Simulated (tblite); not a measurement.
Compound: C4H3FN (doublet state).
Z-matrix (Å and degrees, GFN2-xTB geometry), rows numbered from 1:
```
F 
C   1  1.3720
C   2  1.2898  1  124.14
C   3  1.4024  2  154.06  1     4.55
C   4  1.4769  3  120.94  2   103.91
N   5  1.2424  4   68.62  3  -105.35
H   2  1.0822  1  109.88  3  -178.63
H   4  1.0862  3  116.44  2  -101.80
H   5  1.0645  4  146.01  6   176.48
```

Computed with GFN2-xTB (tblite): harmonic, unscaled wavenumbers at the GFN2-xTB geometry, gas phase. Errors from tens to a few hundred cm⁻¹ against measured bands are possible. One conformer, not necessarily the lowest. Open shells enter through the occupations alone, without spin polarisation, and single modes of such species can be off by tens of per cent.

Harmonic wavenumbers (cm⁻¹): 66.1, 98.1, 220.9, 341.7, 487.7, 578.5, 628.5, 739.1, 762.0, 871.0, 885.4, 955.9, 1011.8, 1152.7, 1233.6, 1276.5, 1794.6, 1840.8, 2996.7, 3030.1, 3204.3.

A = 11325, B = 2056, C = 1870 MHz; mass 84.025 u (most abundant isotopes); point group C1, symmetry number 1; spin multiplicity 2.

Task: What is the zero-point energy?

Result: Half the sum of the wavenumbers: 12088 cm⁻¹ = 144.60 kJ/mol.

Task: What is S at 400 K and 1 bar for an ideal gas of classical rigid rotors and harmonic oscillators?

Result: Translation 170.23, rotation 114.14, vibration 77.75, spin (R ln 2) 5.76: S = 367.9 J/(mol K).

Task: And Cp and H(400 K) − H(0)?

Result: Cp = 113.55 J/(mol K), of which vibrations give 80.29 (their classical limit is 21 R = 174.6); H(400 K) − H(0) = 29.53 kJ/mol without the zero-point energy, 16.22 from vibrations.

Task: Blend soft modes into free rotors: weight 1/[1 + (100 cm⁻¹/ν̃)⁴] for the oscillator and the rest for a rotor with moment μB/(μ + B), μ = h/(8π²ν), B = 10⁻⁴⁴ kg m². What vibrational entropy results?

Result: 71.26 J/(mol K) in place of 77.75, which changes −T·S at 400 K by +2.60 kJ/mol.

Task: What must be added to the electronic energy to get the Gibbs energy at 400 K and 1 bar?

Result: ZPE + [H(400 K) − H(0)] − T·S = 144.60 + 29.53 − 147.15 = 26.98 kJ/mol.

Task: Which modes carry the vibrational entropy at 400 K?

Result: 66.1 cm⁻¹: 20.28; 98.1 cm⁻¹: 17.02; 220.9 cm⁻¹: 10.44; 341.7 cm⁻¹: 7.10; 487.7 cm⁻¹: 4.63; 578.5 cm⁻¹: 3.58 J/(mol K); the other 15 give 14.70 together.

Hindered rotation and anharmonicity are outside this model. Other conformers, if any are populated, would add a mixing term that is left out. The structure is chiral; the term R ln 2 for an equal mix with its mirror image is left out.
